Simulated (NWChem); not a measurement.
System meant: tetrafluoroethylene (C$_{2}$F$_{4}$); SMILES FC(F)=C(F)F

Input file for NWChem:

```
start job
memory heap 200 mb stack 900 mb global 1100 mb
geometry units angstroms noautoz
  F      1.108772    -1.386700     0.000000
  C      0.000000    -0.662940     0.000000
  F     -1.108772    -1.386700     0.000000
  C      0.000000     0.662940     0.000000
  F     -1.108772     1.386700     0.000000
  F      1.108772     1.386700     0.000000
end
basis spherical
  F library def2-svp
  C library def2-svp
end
dft
  odft
  mult 2
  xc pbe0
  iterations 150
  mulliken
end
task dft energy
```

End of the output:

```
 ==============================================================================
                                 internuclear angles
 ------------------------------------------------------------------------------
        center 1       |       center 2       |       center 3       |  degrees
 ------------------------------------------------------------------------------
    1 F                |   2 C                |   3 F                |   113.73
    1 F                |   2 C                |   4 C                |   123.13
    3 F                |   2 C                |   4 C                |   123.13
    2 C                |   4 C                |   5 F                |   123.13
    2 C                |   4 C                |   6 F                |   123.13
    5 F                |   4 C                |   6 F                |   113.73
 ------------------------------------------------------------------------------
                            number of included internuclear angles:          6
 ==============================================================================

 Summary of "ao basis" -> "" (spherical)
 ------------------------------------------------------------------------------
       Tag                 Description            Shells   Functions and Types
 ---------------- ------------------------------  ------  ---------------------
 F                          def2-svp                 6       14   3s2p1d
 C                          def2-svp                 6       14   3s2p1d

                                 NWChem DFT Module
                                 -----------------

 Summary of "ao basis" -> "ao basis" (spherical)
 ------------------------------------------------------------------------------
       Tag                 Description            Shells   Functions and Types
 ---------------- ------------------------------  ------  ---------------------
 F                          def2-svp                 6       14   3s2p1d
 C                          def2-svp                 6       14   3s2p1d

      Symmetry analysis of basis
      --------------------------

        ag         17
        au          5
        b1g        13
        b1u         7
        b2g         5
        b2u        17
        b3g         7
        b3u        13

  number of electrons :                   48
  multiplicity        :                    2
 ------------------------------------------------------------------------
  no. of electrons and multiplicity not compatible                  48
 ------------------------------------------------------------------------
 ------------------------------------------------------------------------
  current input line :
    22: task dft energy
 ------------------------------------------------------------------------
 ------------------------------------------------------------------------
 There is an error in the input file
 ------------------------------------------------------------------------
 For more information see the NWChem manual at https://nwchemgit.github.io

0: no. of electrons and multiplicity not compatible:Received an Error in Communication
```

Problem. Can this run be used? If not, why, and what is the fix?

Solution. The program refused the input. Cause: the multiplicity doesn't fit the number of electrons (an even count wants an odd multiplicity, and the reverse). This input runs:
```
start job
memory heap 200 mb stack 900 mb global 1100 mb
geometry units angstroms noautoz
  F      1.108772    -1.386700     0.000000
  C      0.000000    -0.662940     0.000000
  F     -1.108772    -1.386700     0.000000
  C      0.000000     0.662940     0.000000
  F     -1.108772     1.386700     0.000000
  F      1.108772     1.386700     0.000000
end
basis spherical
  F library def2-svp
  C library def2-svp
end
dft
  xc pbe0
  iterations 150
  mulliken
end
task dft energy
```
It converges to -474.69145 Ha (PBE0/def2-SVP).
